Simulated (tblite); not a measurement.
Silicon chloride cation, SiCl (charge +1 and singlet state).
InChI=1S/ClSi/c1-2/q+1

All values are computed: GFN2-xTB (tblite) harmonic vibrations without scaling, gas phase. This tight-binding method is rough: wavenumbers can miss measured ones by several per cent, in bad cases by 10 to 20.

Harmonic wavenumbers (cm⁻¹): 682.2.

B = 8821 MHz (linear); mass 62.946 u (most abundant isotopes); point group C∞v, symmetry number 1.

Zero-point energy?

Half the sum of the wavenumbers: 341 cm⁻¹ = 0.97 kcal/mol.

Give the ideal-gas entropy at 298.15 K and 1 bar in the rigid-rotor, harmonic-oscillator model (classical rotation).

Translation 38.36, rotation 15.02, vibration 0.33: S = 53.7 cal/(mol K).

And Cp and H(298.15 K) − H(0)?

Cp = 7.82 cal/(mol K), of which vibrations give 0.86 (their classical limit is 1 R = 2.0); H(298.15 K) − H(0) = 2.15 kcal/mol without the zero-point energy, 0.08 from vibrations.

How do the functions run with temperature in this model?

```
T (K)  S (cal/(mol K))  Cp (cal/(mol K))  H − H(0) (kcal/mol)  G − H(0) (kcal/mol)  ln q(vib)
  100             45.8               7.0                 0.70                -3.88       0.00
  200             50.7               7.3                 1.41                -8.73       0.01
  300             53.8               7.8                 2.16               -13.96       0.04
  500             57.9               8.4                 3.80               -25.16       0.15
  800             61.9               8.7                 6.37               -43.18       0.35
 1000             63.9               8.8                 8.12               -55.78       0.47
```

q(vib) and H(0) count from the zero-point level.

Which modes carry the vibrational entropy at 298.15 K?

682.2 cm⁻¹: 0.33 cal/(mol K).

Hardware: an Arm Neoverse V2 with one thread, no GPU, on a shared host. The figure is for the frequency step alone.
